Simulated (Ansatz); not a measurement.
# Bromine, solid Br2 (Cmce) under r²SCAN: convergence with the k-point mesh

How fine must the k-point mesh be for energy and pressure to settle? The geometry was relaxed under r²SCAN beforehand and stays fixed; 6 values are run, from 2×2×1 to 13×13×6. Wanted are the values from which on the energy stays within 10 and 1 meV/atom, and the pressure within 0.5 GPa, of the last run. Within the series other settings stay, but some runs also write fields, which adds to their time. Spin polarisation is left out.

Program: Ansatz 0.2.0. Level of theory: DFT r²SCAN, plane waves with PAW, scalar-relativistic. These are calculated values, not measurements.

1 further run of the same task is left out (set aside as unsound or not needed).

### 1 The system as given

Symmetry: Cmce, No. 64, orthorhombic system. The conventional cell has a = 7.112 Å, b = 4.255 Å, c = 8.770 Å, α = 90.00°, β = 90.00°, γ = 90.00°. Br (site symmetry m) has 1 Br at 2.35 Å as nearest neighbours.

Coordinates:

```xyz
4
Lattice="3.5561 -2.1275 0.0000 3.5561 2.1275 0.0000 0.0000 0.0000 8.7700" Properties=species:S:1:pos:R:3 pbc="T T T"
Br    3.5561   -1.5352    1.0154
Br    3.5561   -0.5922    5.4004
Br    3.5561    1.5352    7.7546
Br    3.5561    0.5922    3.3696
```

### 2 With a k-mesh of 2×2×1

The run at 2×2×1.

input.yaml

```yaml
crystal:
  lattice:
    - [3.5561452287, -2.1274589715, 0.0]
    - [3.5561452287, 2.1274589715, 0.0]
    - [0.0, 0.0, 8.7699810166]
  atoms:
    - { symbol: Br, position: [0.8608174711, 0.1391825289, 0.1157818195] }
    - { symbol: Br, position: [0.6391825289, 0.3608174711, 0.6157818195] }
    - { symbol: Br, position: [0.1391825289, 0.8608174711, 0.8842181805] }
    - { symbol: Br, position: [0.3608174711, 0.6391825289, 0.3842181805] }
hamiltonian:
  xc: r2scan
  pseudopotentials:
    kind: paw
    azcp:
      Br: "pseudopotentials/Br.paw.azcp"
basis:
  ecutwfc: 500
  fft_grid_basis: typed
kpoints:
  mp_grid: { grid: [2, 2, 1], shift: [0, 0, 0] }
magnetization:
  spin_polarized: false
scf:
  occupations: { method: fermi_dirac, width: 0.05 }
  lower_state_search: "off"
output:
  stress: true
  write_density: true
  write_potential: true
  elf: true
  volumetric_format: npy
```

On the command line:

```bash
> ansatz run input.yaml --threads 2 --pin off --max-ram 5120MiB --backend cpu --events-out ev --progress --plain --runs-dir out
```

### 3 With a k-mesh of 3×3×2

The run at 3×3×2.

Edit input.yaml of step 2 so:

```diff
@@ -20,3 +20,3 @@
 kpoints:
-  mp_grid: { grid: [2, 2, 1], shift: [0, 0, 0] }
+  mp_grid: { grid: [3, 3, 2], shift: [0, 0, 0] }
 magnetization:
```

### 4 With a k-mesh of 4×4×2

The run at 4×4×2.

Edit input.yaml of step 3 so:

```diff
@@ -20,3 +20,3 @@
 kpoints:
-  mp_grid: { grid: [3, 3, 2], shift: [0, 0, 0] }
+  mp_grid: { grid: [4, 4, 2], shift: [0, 0, 0] }
 magnetization:
```

### 5 With a k-mesh of 5×5×3

The run at 5×5×3.

Edit input.yaml of step 4 so:

```diff
@@ -20,3 +20,3 @@
 kpoints:
-  mp_grid: { grid: [4, 4, 2], shift: [0, 0, 0] }
+  mp_grid: { grid: [5, 5, 3], shift: [0, 0, 0] }
 magnetization:
@@ -28,5 +28 @@
   stress: true
-  write_density: true
-  write_potential: true
-  elf: true
-  volumetric_format: npy
```

### 6 With a k-mesh of 7×7×3

The run at 7×7×3.

Edit input.yaml of step 5 so:

```diff
@@ -20,3 +20,3 @@
 kpoints:
-  mp_grid: { grid: [5, 5, 3], shift: [0, 0, 0] }
+  mp_grid: { grid: [7, 7, 3], shift: [0, 0, 0] }
 magnetization:
```

### 7 With a k-mesh of 13×13×6

The run at 13×13×6.

Edit input.yaml of step 6 so:

```diff
@@ -20,3 +20,3 @@
 kpoints:
-  mp_grid: { grid: [7, 7, 3], shift: [0, 0, 0] }
+  mp_grid: { grid: [13, 13, 6], shift: [0, 0, 0] }
 magnetization:
```

(Steps that only read results are left out.)

What does the calculation give? Wanted: pressure at 13×13×6.

As calculated:

```
                                    quantity          value
E(σ → 0) stays within 10 meV/atom of 13×13×6  from 3×3×2 on
            E(σ → 0) stays within 1 meV/atom  from 4×4×2 on
               pressure stays within 0.5 GPa  from 2×2×1 on
                         pressure at 13×13×6      -0.02 GPa
             CPU time, dearest over cheapest            9.3
```

The far end, 2×2×1, lies -43.9 meV/atom and -0.4 GPa from the yardstick. Convergence in k is not monotonic; the energy swings about its limit. From 4×4×2 on, the energy holds to 1 meV/atom. With a gap, the sums settle fast. The last mesh is only the yardstick of this series and isn't shown to be converged. The cell taken over is 4 % larger than the measured one (31.89 Å³/atom, COD).
